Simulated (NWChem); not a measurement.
# water (H2O); SMILES O

Results from NWChem. Pople sets run with spherical d functions. Coordinates come from a PBE0/def2-SVP optimisation. Computed dipoles belong to the equilibrium geometry; the measured one is vibrationally averaged.

Measured dipole moment: 1.85 D (NIST CCCBDB, as tabulated in the package chemicals).

```
level              dipole moment (D)  computed − measured
-----------------  -----------------  -------------------
B3LYP/STO-3G                    1.68                -0.17
B3LYP/3-21G                     2.27                +0.42
B3LYP/6-31G*                    2.10                +0.25
B3LYP/6-31+G*                   2.29                +0.44
B3LYP/def2-SVP                  2.00                +0.15
B3LYP/def2-SVPD                 1.91                +0.06
B3LYP/def2-TZVP                 2.10                +0.25
B3LYP/6-311++G**                2.19                +0.34
B3LYP/aug-cc-pVTZ               1.88                +0.03
```
